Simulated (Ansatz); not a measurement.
C8H18 can be A, `CCCC(C)(C)CC`, or B, `CC(C)CC(C)(C)C`.

Program: Ansatz. Geometries: PBE0-D4/def2-TZVP. ΔE: electronic, gas phase. CCSD(T)/CBS is the MP2 limit (def2-TZVPP, def2-QZVPP) plus CCSD(T) − MP2 in def2-TZVPP, frozen cores. DFT in def2-TZVPP. B3LYP here is the variant with VWN-RPA as its local correlation; programs differ in this. Each species was taken in one conformer, which may not be the lowest.

(1) Which isomer does CCSD(T)/CBS put lower? Give the gap. (Best estimate.)

(2) Give E(B) − E(A) in kcal/mol with B3LYP, r2SCAN-D4, PBE-D4, B3LYP-D4, BLYP-D4, HF/def2-TZVPP, B2PLYP. (An estimate is asked.)

Largest T1 diagnostic: 0.009.

Results:

(1) Computed: A, by 0.5 kcal/mol.

(2) Ansatz gave: B3LYP 1.1, r2SCAN-D4 0.6, PBE-D4 0.7, B3LYP-D4 0.8, BLYP-D4 0.6, HF/def2-TZVPP 1.4, B2PLYP 0.8. None reverses the order clearly.

Leaving LDA and LC-ωPBE aside and taking each functional with its dispersion term where it has one, the values, not all of them listed here, spread over 0.3 kcal/mol, from BLYP-D4 to BHLYP-D4. In def2-TZVPP, CCSD(T) changes the Hartree–Fock value by −1.0 kcal/mol (the triples alone add −0.2 kcal/mol) and MP2 by −1.2 kcal/mol.
